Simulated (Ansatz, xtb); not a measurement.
## BFH3Si: where a starting geometry ends

The starting geometry of this gas-phase doublet has its atoms placed at random.

```xyz
6

B     0.8100    0.2580   -0.5952
F    -0.8111   -0.5539   -0.2982
Si   -1.7538    0.6941    0.0737
H    -0.8341   -0.9971    0.7530
H     0.0091    1.5512    0.2294
H     0.4337    1.4067   -1.0345
```

Guess where an optimisation with r2SCAN-D4/def2-SVP ends from this start.

It ends as a structure with F2 bridging B1 and Si3, given below by its coordinates. Distances that change by over a tenth: B1–F2 (1.84 → 1.62 Å), F2–Si3 (1.61 → 1.85 Å), F2–H4 (1.14 → 2.54 Å). Contacts that close: B1–Si3 (2.69 → 2.01 Å), B1–H5 (1.73 → 1.21 Å), Si3–H4 (2.04 → 1.51 Å).

The energy falls by 9.26 eV over 20 steps:

```
step  E − E(last) (eV)
   1             9.259
   3             5.834
   5             2.631
   7             1.000
   9             0.594
  12             0.184
  14             0.034
  16             0.005
  18             0.001
  20             0.000
```

Final geometry (Å):

```yaml
atoms:
  - { symbol: B, position_ang: [0.2117, 0.8771, -0.4791] }
  - { symbol: F, position_ang: [-0.2858, -0.6467, -0.7121] }
  - { symbol: Si, position_ang: [-1.6335, 0.3263, 0.1084] }
  - { symbol: H, position_ang: [-1.7817, -0.5384, 1.3384] }
  - { symbol: H, position_ang: [1.0262, 0.9025, 0.4086] }
  - { symbol: H, position_ang: [0.3170, 1.4382, -1.5361] }
```

From the same start GFN2-xTB ends elsewhere, differing in F2–Si3 (2.66 against 1.85 Å here).

From so rough a start the end depends on the optimiser's path, so another program may land elsewhere. The end wasn't checked by frequencies. Open shells are spin-unrestricted. Run with Ansatz 0.2.0, 3.4 min on 1 thread of Intel(R) Xeon(R) Processor @ 2.50GHz (Skylake/Cascade Lake), with other jobs on the host.
